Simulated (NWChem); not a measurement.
All runs are NWChem calculations. System: hydrogen peroxide (H₂O₂), charge 0, spin multiplicity 1, at a geometry optimised with PBE0/def2-SVP. Level: PBE0/def2-TZVP.

The NWChem input:

```
start mol
memory heap 200 mb stack 800 mb global 1000 mb
geometry units angstroms nocenter noautoz
  O     -0.294240     0.645331    -0.054706
  O      0.294240    -0.645331    -0.054706
  H      0.367293     1.150276     0.437648
  H     -0.367293    -1.150276     0.437648
  symmetry group C2
end
basis spherical
  * library def2-tzvp
end
dft
  xc pbe0
  semidirect memsize 60000000 filesize 0
  iterations 100
end
task dft energy
```

Part of the output:

```
             Northwest Computational Chemistry Package (NWChem) 7.3.0
             --------------------------------------------------------

                                NWChem Input Module
                                -------------------

 Scaling coordinates for geometry "geometry" by  1.889725989
 (inverse scale =  0.529177249)

 Turning off AUTOSYM since
 SYMMETRY directive was detected!

                             Geometry "geometry" -> ""
                             -------------------------

 Output coordinates in angstroms (scale by  1.889725989 to convert to a.u.)

  No.       Tag          Charge          X              Y              Z
 ---- ---------------- ---------- -------------- -------------- --------------
    1 O                    8.0000    -0.29424000     0.64533100    -0.05470600
    2 O                    8.0000     0.29424000    -0.64533100    -0.05470600
    3 H                    1.0000     0.36729300     1.15027600     0.43764800
    4 H                    1.0000    -0.36729300    -1.15027600     0.43764800

 Effective nuclear repulsion energy (a.u.)      37.3948476217

            Nuclear Dipole moment (a.u.)
            ----------------------------
        X                 Y               Z
 ---------------- ---------------- ----------------
     0.0000000000     0.0000000000     0.0000000000

      Symmetry information
      --------------------

 Group name             C2
 Group number              4
 Group order               2
 No. of unique centers     2

      Symmetry unique atoms

     1    3


 Summary of "ao basis" -> "" (spherical)
 ------------------------------------------------------------------------------
       Tag                 Description            Shells   Functions and Types
 ---------------- ------------------------------  ------  ---------------------
 *                         def2-tzvp                  on all atoms

                                 NWChem DFT Module
                                 -----------------

 Summary of "ao basis" -> "ao basis" (spherical)
 ------------------------------------------------------------------------------
[...]
 Vector    9  Occ=2.000000D+00  E=-2.941596D-01  Symmetry=b
              MO Center= -1.8D-16,  7.5D-16, -8.7D-02, r^2= 1.2D+00
   Bfn.  Coefficient  Atom+Function         Bfn.  Coefficient  Atom+Function
  ----- ------------  ---------------      ----- ------------  ---------------
     8      0.345336  1 O  pz                39     -0.345336  2 O  pz
    11      0.286289  1 O  pz                42     -0.286289  2 O  pz
    14      0.236155  1 O  pz                45     -0.236155  2 O  pz
     6     -0.079980  1 O  px                37     -0.079980  2 O  px
    64      0.077043  3 H  s                 70     -0.077043  4 H  s

 Vector   10  Occ=0.000000D+00  E= 3.011316D-02  Symmetry=b
              MO Center= -9.1D-17,  6.4D-16,  2.2D-01, r^2= 3.1D+00
   Bfn.  Coefficient  Atom+Function         Bfn.  Coefficient  Atom+Function
  ----- ------------  ---------------      ----- ------------  ---------------
     5      0.784684  1 O  s                 36     -0.784684  2 O  s
    65     -0.732335  3 H  s                 71      0.732335  4 H  s
    12      0.336801  1 O  px                43      0.336801  2 O  px
    13     -0.304276  1 O  py                44     -0.304276  2 O  py
     7     -0.209494  1 O  py                38     -0.209494  2 O  py

 Vector   11  Occ=0.000000D+00  E= 3.752528D-02  Symmetry=a
              MO Center= -5.4D-17, -3.5D-16,  6.3D-01, r^2= 4.4D+00
   Bfn.  Coefficient  Atom+Function         Bfn.  Coefficient  Atom+Function
  ----- ------------  ---------------      ----- ------------  ---------------
    65      1.058126  3 H  s                 71      1.058126  4 H  s
     5     -0.701418  1 O  s                 36     -0.701418  2 O  s
    12     -0.200052  1 O  px                43      0.200052  2 O  px
    13     -0.176786  1 O  py                44      0.176786  2 O  py
    14     -0.148212  1 O  pz                45     -0.148212  2 O  pz

 Vector   12  Occ=0.000000D+00  E= 9.956065D-02  Symmetry=b
              MO Center=  2.6D-15,  4.2D-15,  3.7D-01, r^2= 3.5D+00
   Bfn.  Coefficient  Atom+Function         Bfn.  Coefficient  Atom+Function
  ----- ------------  ---------------      ----- ------------  ---------------
    65      1.092837  3 H  s                 71     -1.092837  4 H  s
    13     -0.657325  1 O  py                44     -0.657325  2 O  py
     7     -0.296476  1 O  py                38     -0.296476  2 O  py
    10     -0.229415  1 O  py                41     -0.229415  2 O  py
    14     -0.163426  1 O  pz                45      0.163426  2 O  pz

 center of mass
 --------------
 x =   0.00000000 y =   0.00000000 z =  -0.04822971

 moments of inertia (a.u.)
 ------------------
          58.739939312058          18.650628297853           0.000000000000
          18.650628297853          12.502881906606           0.000000000000
           0.000000000000           0.000000000000          67.959897845836

     Multipole analysis of the density
     ---------------------------------

     L   x y z        total         alpha         beta         nuclear
     -   - - -        -----         -----         ----         -------
     0   0 0 0     -0.000000     -9.000000     -9.000000     18.000000

     1   1 0 0      0.000000      0.000000      0.000000      0.000000
     1   0 1 0      0.000000      0.000000      0.000000      0.000000
     1   0 0 1      0.694859      0.347429      0.347429      0.000000

     2   2 0 0     -8.984048     -7.447157     -7.447157      5.910265
     2   1 1 0      2.046186      4.939012      4.939012     -7.831838
     2   1 0 1     -0.000000     -0.000000     -0.000000      0.000000
     2   0 2 0     -6.503012    -19.873924    -19.873924     33.244835
     2   0 1 1      0.000000      0.000000      0.000000      0.000000
     2   0 0 2     -8.798028     -5.168499     -5.168499      1.538970

 Task  times  cpu:        1.2s     wall:        1.2s

 Total times  cpu:        1.2s     wall:        1.2s
```
